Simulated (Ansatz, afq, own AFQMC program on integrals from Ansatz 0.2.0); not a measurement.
Where AFQMC and coupled cluster stand for NH$_{3}$⁺, doublet

```xyz
4

N     0.0000    0.0000    0.0000
H     2.0286    0.0272   -0.0001
H    -1.0379    1.7432   -0.0055
H    -0.9907   -1.7704    0.0056
```

Basis 6-31G. Noble-gas cores (and the filled d shells of Ga–Kr and In–Xe) are frozen. AFQMC by an in-house program on the Cholesky factors that Ansatz 0.2.0 writes for its CCSD(T) run. The CISD trial takes its coefficients from CCSD amplitudes. Released means that phaseless walkers are propagated on without the constraint, phases kept. Error bars are statistical, one sigma.

Determinant: UHF, the one that the program's search chose, which needn't be the lowest solution. The geometry is a point of a scan.

Full CI on the same integrals is exact in this basis and with this determinant's frozen core.

Cautions: an unrestricted solution with more broken spin lies lower (62 meV, ⟨S²⟩ 2.41); strong correlation (T1 0.124, weight of the determinant 0.63, largest double 0.20); (T) is large, 8 % of the CCSD correlation; unrestricted determinant spin contaminated (⟨S²⟩ 2.33 against 0.75); CCSD(T) is in doubt: in a space of 7 electrons in 8 natural orbitals full CI lies 158 meV below it; the CCSDT(Q) amplitudes may be one of several solutions (largest double 0.24); the CCSDTQ amplitudes may be one of several solutions (largest double 0.25); the released energies are still falling, so no released level is given (meV from the phaseless value at times in 1/Eh: -24 ± 9 at 0.24, -41 ± 7 at 0.51, -71 ± 9 at 0.99, -76 ± 10 at 1.62, -92 ± 8 at 2.40), though the last usable value meets full CI within the noise.

The T1 diagnostic is 0.1243. The weight of the determinant in the CISD state is 0.628. The ⟨S²⟩ of the determinant is 2.326 and the size of the correlated space is 7 electrons in 14 orbitals.

Reference: full CI, correlation energy -3.156 eV. The cautions show a poor starting determinant, so the rows tell how each method copes with it here, and full CI is the sure value.

```tsv
level	E − E(reference) (meV)	share of correlation (%)
HF	3155.8	0.00
MP2	1811.8	42.59
CCSD	398.5	87.37
CCSD(T)	191.6	93.93
CCSDT	46.6	98.52
CCSDT(Q)	-0.2	100.01
CCSDTQ	6.6	99.79
ph-AFQMC/CISD	108.0 ± 6.5	96.58
```

CCSDT and higher add their correlation energy to the determinant of the CCSD(T) run, since their own runs factorise the integrals more tightly (a shift of under 2 meV). A walk keeps the symmetry of its determinant, which the program's search chose and which needn't be the lowest solution, so a lower state of the same spin and another symmetry isn't excluded.
